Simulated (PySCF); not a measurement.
# Ionisation energy of B by level of theory

B [He] 2s2 2p1 (2P) → B⁺ [He] 2s2 (1S), as a difference of total energies. Computed with PySCF 2.14 in ANO-RCC-VTZP (4s3p2d1f, 30 functions), with the spin-free X2C one-electron Hamiltonian (Gaussian nucleus). Correlated levels: valence: 1s2 frozen. The calculations carry no spin-orbit coupling.

| method | ionisation energy (eV) |
| --- | --- |
| UHF | 8.034 |
| MP2 (valence) | 8.247 |
| SCS-MP2 (valence) | 8.214 |
| CCSD (valence) | 8.151 |
| CCSD(T) (valence) | 8.186 |
| CCSDT (valence) | 8.198 |
| FCI (valence) | 8.198 |

**Question.** How much does correlation contribute at CCSD(T) (valence)?

**Answer.** 8.186 − (8.034) = 0.152 eV, measured against UHF.

Errors of the correlated levels include the incompleteness of this basis and the frozen core.

The coupled-cluster amplitudes are large for B⁺ (T1 above 0.03 or a double amplitude above 0.15), so a single reference is strained.

For comparison: 8.297 eV (measured; NIST levels, between the centres of gravity of the two terms).
